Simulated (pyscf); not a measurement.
# Hydrogen abstraction: H₂N–Si(SiH₃)(SiH₃)–SiH₃ + H atom (H•) → •HN–Si(SiH₃)(SiH₃)–SiH₃ + hydrogen (H₂)

Gas phase, doublet surface, charge 0. Bonds broken: N1–H6. Bonds formed: H6–H17. Structures and frequencies: ωB97X-D3(BJ)/def2-SVP in PySCF.

Transition state (Å):

```xyz
17

N     -1.0926    -1.7883     1.0378
Si    -0.4457    -0.2552     0.3947
Si     0.1057     1.1203     2.1917
Si    -2.1792     0.7167    -0.8282
Si     1.4055    -0.4789    -1.0150
H     -0.1292    -2.3606     1.7419
H     -1.2144    -2.4956     0.3021
H     -1.0923     1.3858     3.0404
H      0.6203     2.4172     1.6577
H      1.1695     0.4889     3.0275
H     -2.6030    -0.1958    -1.9323
H     -3.3533     0.9999     0.0470
H     -1.6919     1.9969    -1.4235
H      2.5748    -1.0279    -0.2651
H      1.0851    -1.4069    -2.1424
H      1.7751     0.8534    -1.5808
H      0.6858    -2.7136     1.9070
```

One imaginary mode, 1406i cm⁻¹; descent along it reached the two sides named.

```tsv
bond	change	reactant side (Å)	saddle	product side
N1–H6	breaks	1.015	1.323	2.536
H6–H17	forms	2.7	0.903	0.763
```

Electronic energies relative to the separated reactants (eV):

| level | barrier | reaction energy | reverse barrier |
|---|---|---|---|
| ωB97X-D3(BJ)/def2-TZVP | 0.61 | +0.21 | 0.40 |
| PBE/def2-TZVP | 0.32 | +0.13 | 0.20 |
| r²SCAN/def2-TZVP | 0.29 | 0.00 | 0.29 |
| B3LYP-D3(BJ)/def2-TZVP | 0.33 | 0.00 | 0.32 |
| PBE0-D3(BJ)/def2-TZVP | 0.49 | +0.23 | 0.26 |
| M06-2X/def2-TZVP | 0.68 | +0.23 | 0.45 |
| ωB97M-D3(BJ)/def2-TZVP | 0.61 | +0.21 | 0.40 |
| HF/def2-TZVP | 1.11 | +0.06 | 1.05 |

With ωB97M-D3(BJ)/def2-TZVP energies and thermal terms (ideal gas, 1 atm, RRHO with modes under 100 cm⁻¹ raised to 100, one conformer, R ln 2 for chiral ones without a mode under 150 cm⁻¹), in eV:

| T (K) | ΔH‡ | ΔG‡ | ΔH | ΔG |
|---|---|---|---|---|
| 298 | 0.52 | 0.82 | +0.14 | +0.07 |
| 600 | 0.49 | 1.14 | +0.14 | 0.00 |
| 900 | 0.48 | 1.46 | +0.13 | -0.06 |
| 1200 | 0.48 | 1.79 | +0.11 | -0.13 |

H₂N–Si(SiH₃)(SiH₃)–SiH₃ lies 0.55 eV over its isomer H₃Si–NH–SiH(SiH₃)–SiH₃ (electronic energy, ωB97M-D3(BJ)/def2-TZVP). •HN–Si(SiH₃)(SiH₃)–SiH₃ lies 1.60 eV over its isomer H₃Si–NH–Si•(SiH₃)–SiH₃ (electronic energy, ωB97M-D3(BJ)/def2-TZVP). One saddle was located; it need not be the lowest between these sides. The angle at the transferred H is 157°.
